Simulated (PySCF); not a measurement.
Compound: C3H3F3.
Geometry (PBE0-D3(BJ)/def2-SVP, Å), atoms numbered from 1 in this order:
```xyz
9
C3H3F3 angstrom
F      2.371    0.329   -0.940
C      1.215    0.540   -0.326
C      0.256   -0.381   -0.277
F      0.392   -1.581   -0.836
C     -1.062   -0.197    0.401
F     -1.159    1.057    0.928
H      1.098    1.521    0.136
H     -1.878   -0.359   -0.326
H     -1.175   -0.947    1.205
```

Linear response at CAM-B3LYP/def2-SVPD (PySCF, frozen core in the response, non-relativistic).

Static isotropic polarisability: 40.14 au (5.95 Å³), principal values 30.6, 38.6, 51.3 au.

(1) What is the polarisability at 1064 nm and at the sodium D line?

(2) What is the isotropic C6 coefficient between two such molecules, C6 = (3/π)∫α(iω)² dω?

(3) Which effective excitation energy ω̄ makes London's formula C6 = (3/4)α²ω̄ exact here?

(4) What three-body coefficient follows from the one-pole estimate C9 = (3/4)·α·C6?

(5) What molar refraction at the D line follows from R = (4π/3)·N_A·α′, with α′ the polarisability volume?

(6) How many electrons N does the Slater–Kirkwood formula C6 = (3/4)·√N·α^(3/2) need to give this C6?

(7) How anisotropic is the static polarisability, by Δα² = ½[(α1 − α2)² + (α2 − α3)² + (α3 − α1)²]?

(8) The lowest 10 singlets have (eV, f): 6.51, 0.011; 7.31, 0.005; 7.62, 0.421; 7.98, 0.007; 8.94, 0.008; 9.01, 0.001; 9.18, 0.006; 9.47, 0.018; 9.59, 0.000; 9.71, 0.006. What share of the static polarisability do they carry in the sum over states α = Σ f/ω²?

(9) What does −C6/R⁶ come to at R = 12 Å between centres?

## Answers

(1) 40.44 au at 1064 nm (+0.7 %), 41.14 au at 589.3 nm (+2.5 %). The rise at 589.3 nm is 3.37 times that at 1064 nm; a pure ω² law gives 3.26. The lowest singlet lies at 190 nm, shorter than both wavelengths.

(2) 781 au (Eh·bohr⁶) by a ten-point quadrature over imaginary frequencies, which is 467 eV·Å⁶ or 45 J·nm⁶/mol.

(3) ω̄ = 4·C6/(3α²) = 0.646 Eh = 17.6 eV. A one-pole form α(ω) = α/(1 − ω²/ω̄²) fitted to the 1064 nm value gives 13.6 eV. London's choice of the ionisation energy (10.12 eV, ΔSCF at the same level) gives C6 = 450 au, 42 % too low.

(4) 23500 au. This is an estimate from the two numbers above, not a computed integral.

(5) α′ = 6.10 Å³ gives R = 15.38 cm³/mol, for isolated, non-vibrating species.

(6) N = (4·C6/3)²/α³ = 16.8; the species has 48 electrons in all.

(7) Δα = 18.0 au, or 0.45 of the isotropic value.

(8) 6.03 au, 15.0 % of α; the largest term, 5.37 au, is that of the state at 7.62 eV. Their oscillator strengths add up to 0.48. Higher states carry the rest.

(9) -15 J/mol. This is the leading, orientation-averaged term; C8 and higher terms are left out.

On Arm Neoverse N1, one thread, no GPU (shared host), this took 64 s (grids of density and orbitals included) and 0.68 GiB of memory at its peak. This is the whole response run at CAM-B3LYP/def2-SVPD, SCF included.

One conformer stands for the species.
